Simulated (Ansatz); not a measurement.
For zinc-blende ZnSe, r²SCAN-D4 (plane waves, PAW; Ansatz, an electronic-structure program) gives:

| Property | Value |
|---|---|
| lattice parameter a | 5.644 Å |
| formation enthalpy | -0.844 eV/atom |

Q: What does r²SCANh (plane waves, PAW; Ansatz) give for the same quantities?

A: 
- lattice constant a: 5.664 Å (grows by 0.4 %)
- formation enthalpy: -0.901 eV/atom (moves by -0.057 eV/atom)

For comparison: lattice constant a 5.668 Å (measured, room temperature, no zero-point or thermal correction; as tabulated in Albrecht et al. (1997), arXiv:cond-mat/9706128); formation enthalpy -0.85 eV/atom (measured, 298 K, no zero-point or thermal correction; as tabulated in Zhang et al. (2018), doi:10.1038/s41524-018-0065-z).

Changes are worked out from the printed values.

Unless a cell is named, each level is at its own relaxed cell (r²SCAN-D4 22.47, r²SCANh 22.71 Å³/atom).

Ansatz's density-functional and Hartree–Fock values are scalar-relativistic unless marked +SOC, with PAW data made under PBE.
